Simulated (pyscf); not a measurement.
Structures and frequencies: ωB97X-D3(BJ)/def2-SVP in PySCF.

**Question.** Estimate by transition-state theory the rate constant of HO–Al [singlet] + methyl (CH₃•) → [O=Al]• + methane (CH₄) (doublet surface; H–O broken, C–H formed) at 298 K, with ωB97M-D3(BJ)/def2-TZVP energies (ideal gas, 1 atm, RRHO with modes under 100 cm⁻¹ raised to 100, one conformer, R ln 2 for rigid chiral ones; no tunnelling).

**Answer.** The electronic barrier is 17.1 kcal/mol and the thermal terms add +7.0, so ΔG‡ = 24.1 kcal/mol. With k_BT/h = 6.21e+12 s⁻¹ and RT = 0.592 kcal/mol, and a volume of 4.06e-20 cm³ per molecule at 1 atm, k = 5.3e-25 cm³ molecule⁻¹ s⁻¹. Wigner's tunnelling factor for 1431i cm⁻¹ would be 2.99, likely too low at so high a frequency. A shift of 1 kcal/mol in the barrier changes k by a factor 5.4. The same reactants have a lower exit, to [H₃C–Al–OH]• (no saddle found, reaction energy -33.5 kcal/mol at ωB97M-D3(BJ), against +17.1 kcal/mol here). This is the saddle that the search found; another between the same sides may lie lower. The angle at the transferred H is 179°.
